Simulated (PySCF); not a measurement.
Run record for `C[BH2-][PH3+]`: KT2/def2-SVPD, IEF-PCM water, damping 0.2 at the start, DIIS from the seventh cycle, full TDDFT, 6 singlets.

Method: TDDFT KT2/def2-SVPD, vertical, IEF-PCM water (non-equilibrium linear response), core orbitals frozen in the response (PySCF 2.14.0, density-fitted response routines). Geometry: GFN2-xTB. A driver script takes a list of jobs; this job's settings line and coordinates (Å) are shown.

Command:
```bash
OMP_NUM_THREADS=1 python probes_run.py task.json out
```

Input:
```
{"job": {"kind": "uv", "xc": "KT2", "basis": "def2-SVPD", "solvent": "water", "nstates": 6, "ntriplets": 5, "tda": false, "scf": {"damp": 0.2}}, "charge": 0, "multiplicity": 1}
C     -1.333660     0.577781     0.032516
B     -0.381210    -0.697196     0.390139
P      1.368375    -0.163021    -0.226962
H     -2.359689     0.388954     0.340180
H     -1.018184     1.492064     0.537864
H     -1.361524     0.794041    -1.036722
H     -0.240478    -0.902056     1.557908
H     -0.625638    -1.690452    -0.225938
H      1.527060     0.171594    -1.561740
H      1.933518     0.992774     0.286606
H      2.496853    -0.961812    -0.119815
```

Question: What does the run print?

Answer: 
```
damping 0.20 in the first 6 cycles
final grid: 77320 points
cycle   1  E = -412.8795170974  dE = -2.969e-03  |g| = 5.084e-01  |ddm| = 4.134e+00
cycle   2  E = -412.8795078025  dE =  9.295e-06  |g| = 5.273e-01  |ddm| = 1.516e+00
cycle   3  E = -412.8730453538  dE =  6.462e-03  |g| = 5.650e-01  |ddm| = 1.420e+00
cycle   4  E = -412.8546225500  dE =  1.842e-02  |g| = 6.003e-01  |ddm| = 1.466e+00
cycle   5  E = -412.8432872911  dE =  1.134e-02  |g| = 6.566e-01  |ddm| = 1.549e+00
cycle   6  E = -412.6052477040  dE =  2.380e-01  |g| = 1.054e+00  |ddm| = 2.125e+00
cycle   7  E = -412.1644902026  dE =  4.408e-01  |g| = 1.700e+00  |ddm| = 3.432e+00
cycle   8  E = -412.9633412172  dE = -7.989e-01  |g| = 1.138e-01  |ddm| = 2.273e+00
cycle   9  E = -412.9679446653  dE = -4.603e-03  |g| = 2.192e-02  |ddm| = 2.842e-01
cycle  10  E = -412.9680910424  dE = -1.464e-04  |g| = 9.529e-03  |ddm| = 5.716e-02
cycle  11  E = -412.9681194686  dE = -2.843e-05  |g| = 1.333e-03  |ddm| = 1.761e-02
cycle  12  E = -412.9681200248  dE = -5.561e-07  |g| = 3.690e-04  |ddm| = 3.563e-03
cycle  13  E = -412.9681200693  dE = -4.456e-08  |g| = 7.298e-05  |ddm| = 9.931e-04
cycle  14  E = -412.9681200711  dE = -1.759e-09  |g| = 9.657e-06  |ddm| = 2.001e-04
cycle  15  E = -412.9681200711  dE = -3.286e-11  |g| = 1.494e-06  |ddm| = 2.874e-05
converged SCF energy = -412.9681200711

Static polarisability (au): isotropic 84.317, principal 74.567 80.259 98.124

Singlet excitations
state   eV       nm        f      main configurations
  1   7.0044    177.0   0.00781   H->L 0.97
  2   7.1558    173.3   0.00327   H->L+1 0.94
  3   7.1986    172.2   0.03060   H-1->L 0.87, H-1->L+1 0.08
  4   7.2803    170.3   0.01320   H-1->L+1 0.58, H->L+2 0.36
  5   7.3181    169.4   0.00177   H-1->L+2 0.95
  6   7.4414    166.6   0.01831   H-2->L 0.36, H->L+2 0.26, H-2->L+1 0.21

Triplet excitations (Tamm-Dancoff, eV): 6.8851 6.9094 6.9612 6.9996 7.0740
```

H and L stand for HOMO and LUMO; the number after each pair is its weight.

Question: Give S1 in cm⁻¹ and kJ/mol.

Answer: 7.0044 eV × 8065.54 = 56494 cm⁻¹; × 96.485 = 675.8 kJ/mol.

Question: Which computed singlet has the largest oscillator strength, and what do all of them sum to?

Answer: State 3 at 7.20 eV (172 nm), f = 0.031; the 6 states sum to 0.075.

In short: SCF converged in 15 cycles with 128 basis and 458 fitting functions; HOMO -7.01 eV, LUMO -0.02 eV; lowest singlet 7.00 eV; lowest triplet 6.89 eV (Tamm–Dancoff); mean polarisability 84.3 au.

Geometry: GFN2-xTB; no vibrations or thermal averaging.

Question: How long does this job take on an Arm Neoverse V1 with one thread, no GPU, shared host with 32 logical CPUs at a one-minute load of 17? And the peak memory of the process?

Answer: About 9.4 s, with 0.59 GiB resident at the peak, the Python interpreter and its libraries included.
